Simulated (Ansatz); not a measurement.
Mulliken charges of CH5BO, SMILES `BOC` from r2SCAN/def2-TZVPP in Ansatz (PBE0-D4/def2-TZVP geometry).

| atom | x (Å) | y (Å) | z (Å) | charge (e) |
| --- | --- | --- | --- | --- |
| B1 | -0.619 | 0.827 | -0.859 | 0.119 |
| O2 | 0.527 | 0.428 | -0.294 | -0.264 |
| C3 | 0.578 | -0.628 | 0.645 | 0.027 |
| H4 | -1.656 | 0.286 | -0.575 | -0.045 |
| H5 | -0.551 | 1.731 | -1.641 | -0.021 |
| H6 | -0.416 | -1.047 | 0.825 | 0.051 |
| H7 | 1.239 | -1.408 | 0.263 | 0.066 |
| H8 | 0.990 | -0.247 | 1.581 | 0.066 |

Q: By hand: the dipole of these point charges (1 e Å = 4.8032 D).

A: Σ q r = (0.015, -0.243, 0.217) e Å, of length 0.326 e Å = 1.57 D.

Q: How does the dipole of the full density compare? (An estimate is asked.)

A: Computed: (0.032, -0.258, 0.233) e Å, 1.68 D; the point charges give 0.93 times that, at 3° from its direction.

Point charges leave out the atoms' own dipoles, such as those of lone pairs, and Mulliken's split depends on the basis, so the close match here is no proof of good charges.
